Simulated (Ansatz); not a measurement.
Saddle point of SiH2F2, closed shell (SiH₂F₂ ([F][SiH2][F]) → SiF₂ + H₂; bonds formed: H2–H3; bonds broken: Si1–H2, Si1–H3), PBE0-D4/def2-TZVP structure:

```
atom    x (Å)    y (Å)    z (Å)
 Si1  -0.2330  -0.2736   0.3794
  H2   0.7714   0.1458  -1.0025
  H3   0.6952  -0.9903  -0.5289
  F4  -1.5939   0.2952  -0.2143
  F5   0.3603   0.8229   1.3663
```

Energies are electronic, without zero-point energy. Barriers and step energies count from the start structure reached by relaxing down the imaginary mode; all methods use the PBE0-D4 structures, on which another method's saddle can fall below an end. Program: Ansatz 0.2.0. Basis: def2-TZVPP, with def2-QZVPP for the basis limit. Cores are frozen in the correlated methods. B3LYP uses VWN-RPA correlation. Extrapolation: Hartree–Fock as exp(−7.88 √X), correlation as X^−2.97.

| method | barrier (kcal/mol) | step energy (kcal/mol) |
| --- | --- | --- |
| SPW92 | 74.89 | 38.57 |
| PBE-D4 | 77.64 | 33.92 |
| BLYP-D4 | ? | 30.88 |
| r2SCAN-D4 | 83.49 | 40.41 |
| B97M-V | 81.36 | 37.57 |
| PBE0-D4 | 84.81 | 39.00 |
| B3LYP-D4 | 85.52 | 35.54 |
| r2SCAN0-D4 | 88.48 | 42.70 |
| BHLYP-D4 | 93.93 | 40.97 |
| CAM-B3LYP-D4 | 89.51 | 37.97 |
| wB97X-V | 91.20 | 39.49 |
| wB97M-V | 88.22 | 34.68 |
| B2PLYP | 89.22 | 37.47 |
| PBE-QIDH | 91.82 | 42.52 |
| RPA on PBE | 86.46 | 35.37 |
| HF | ? | 44.39 |
| MP2 | ? | 40.27 |
| CCSD | 91.09 | 39.00 |
| CCSD(T) | 88.53 | 37.96 |

Question: Fill in the withheld barriers. (To be estimated.)

Answer: By the calculation: HF 106.41; BLYP-D4 79.78; MP2 93.54 kcal/mol. Each is the energy of the saddle less that of the start structure, by the same method.

For comparison, the barrier by CCSD(T) at an estimated basis limit (MP2 extrapolated from triple and quadruple zeta, plus CCSD(T) − MP2 in triple zeta) is 87.92 kcal/mol.

No T1 diagnostic of these runs exceeds 0.016. The restricted Hartree–Fock reference is unstable towards an unrestricted one at one or more of these structures. A large double-excitation amplitude points to some diradical character; no triplet was computed. The end structure is not quite a true minimum (one mode of 62i cm⁻¹).

Losses and insertions of silylenes and their heavier kin drive the gas-phase chemistry of silicon and germanium vapour deposition.

Labels in which every atom is bracketed show which atoms are joined, not bond orders.

For scale, one of the runs: CCSD(T)/def2-TZVPP, 132 basis functions, launched by `ansatz run in.yaml --threads 2 --pin off --events-out ev --progress --plain --max-ram 4352MiB`. Time: 6.5 s of wall clock on 2 CPU threads of an Intel Xeon 6975P-C; the host was shared. Peak host memory: 0.77 GiB.
